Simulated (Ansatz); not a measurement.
# MgBH2+ (quintet): wave-function methods side by side, def2-TZVPP

One table from this session's results is given with a row withheld; the runs are named, their logs left out.

Method: def2-TZVPP, core rule «outside noble gas», up to 6 orbitals frozen; program: Ansatz 0.2.0, Gaussian basis.

Plan: UHF; ROHF; CCSD(T) on UHF.

### What is computed

The geometry is a PBE0/def2-TZVP stationary point (not a proven minimum) of the parent state, kept for this charge and spin.

4 atoms, charge 1, spin multiplicity 5.

Atoms are counted from 1 here; the program's logs count them from 0.

Bond lengths: B1–Mg2 2.227 Å, B1–H3 1.184 Å, B1–H4 1.234 Å, Mg2–H4 1.954 Å. Angles: Mg2–B1–H3 168.8°, Mg2–B1–H4 61.0°, H3–B1–H4 130.2°, B1–Mg2–H4 33.5°, B1–H4–Mg2 85.5°.

Set-up of the first run:

in.yaml

```yaml
crystal:
  periodic: [false, false, false]
  atoms:
    - {symbol: B, position_ang: [0.000000, 0.038348, 1.441894]}
    - {symbol: Mg, position_ang: [0.000000, 0.014710, -0.784671]}
    - {symbol: H, position_ang: [0.000000, 0.281186, 2.600655]}
    - {symbol: H, position_ang: [0.000000, -1.047203, 0.855024]}
basis:
  gaussian: {orbitals: def2-TZVPP}
total_charge: 1
magnetization: {spin_polarized: true, initial_magnetization: 4}
hamiltonian: {xc: hf}
output: {orbitals: {seedname: orbitals}}
```

Run with:

```bash
$ ansatz run in.yaml --threads 1 --pin off --events-out ev --progress --plain --max-ram 2816MiB --backend cpu
```

Among the steps run: UHF; ROHF; CCSD(T) on UHF.

One of the session's tables, all rows but one given; the rest of the session is left out.

```
  method  from UCCSD(T) (meV)
    ROHF              +2601.9
     UHF                    ?
    UMP2               +669.7
   UCCSD                +99.2
UCCSD(T)                    0
```

**Question.** Estimate the row for UHF.

The run gave: from UCCSD(T) (meV): +2567.7. In the column «from UCCSD(T) (meV)» it lies between UMP2 (+669.7) and ROHF (+2601.9).
